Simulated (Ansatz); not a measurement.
Breaking a bond in CH6B− ([BMeH3]-)

The species is CH6B− (8 atoms), meant as a singlet with charge -1. SMILES: `[H][B-]([H])([H])C`. Geometry: relaxed at GFN2-xTB.

| atom | x (Å) | y (Å) | z (Å) |
| --- | --- | --- | --- |
| B | -0.0021 | 0.0030 | -0.8203 |
| C | 0.0022 | -0.0029 | 0.8288 |
| H | -1.0102 | 0.0419 | 1.2453 |
| H | 0.5502 | 0.8499 | 1.2449 |
| H | 0.4697 | -0.9054 | 1.2389 |
| H | 1.1515 | -0.0352 | -1.2491 |
| H | -0.5462 | 1.0242 | -1.2403 |
| H | -0.6150 | -0.9757 | -1.2483 |

The C2–H4 distance is scanned; the parts on either side stay rigid. Basis STO-3G, 2 core orbitals frozen in the correlated methods; program Ansatz 0.2.0. FCI is exact within this basis and core. Energies in eV from each method's value at 1.096 Å; methods without a U are spin-restricted. The set has no diffuse functions, which an anion needs. The shape above is that at 1.096 Å.

```
distance (Å)  SVWN5  r2SCAN  PBE0  B3LYP  BHLYP  HSE06   FCI
       1.096   0.00    0.00  0.00   0.00   0.00   0.00  0.00
       1.370   0.86    0.88  0.93   0.86   1.01   0.93  0.78
       1.644   2.42    2.46  2.60   2.44   2.80   2.59  2.29
       2.192   5.15    5.21  5.56   5.25   6.04   5.55  4.57
       2.739   6.73    6.79  7.32   6.92   8.03   7.29  5.36
```

Departure from the FCI curve at its largest: SVWN5 +1.37 eV at 2.74 Å; r2SCAN +1.43 eV at 2.74 Å; PBE0 +1.96 eV at 2.74 Å; B3LYP +1.56 eV at 2.74 Å; BHLYP +2.67 eV at 2.74 Å; HSE06 +1.93 eV at 2.74 Å. Restricted functionals keep the electrons paired too, and rise too high.
